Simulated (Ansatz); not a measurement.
**Which isomer of C2H5FO3 gives these data?**

These gas-phase data were calculated for one isomer of C2H5FO3 at PBE0-D3(BJ)/def2-SVP (harmonic, unscaled wavenumbers; equilibrium rotational constants with average atomic masses):

| Property | Result |
| --- | --- |
| rotational constants | 5.349, 3.068, 3.039 GHz |
| all wavenumbers above 1500 cm⁻¹ | 3885, 3885, 3188, 3134, 3048 |

Candidates:

(1) `OCC(O)(O)F`, a singlet
(2) `COC(O)(O)F`, a singlet

Question: Which structure fits?

Answer: Candidate (2). 2 modes lie between 3300 and 4000 cm⁻¹, one for each O–H bond, while (1) has 3.

The same quantities for all candidates:

```tsv
	rotational constants (GHz)	wavenumbers above 1500 cm⁻¹	E above the lowest, PBE0-D3(BJ)/def2-SVP (kcal/mol)
(1)	5.344, 2.942, 2.909	3853, 3852, 3789, 3165, 3073, 1528	0.0
(2)	5.349, 3.068, 3.039	3885, 3885, 3188, 3134, 3048	2.0
```

Harmonic stretches to hydrogen usually lie a few per cent above observed fundamentals. Each candidate is one conformer. Programs: Ansatz 0.2.0.
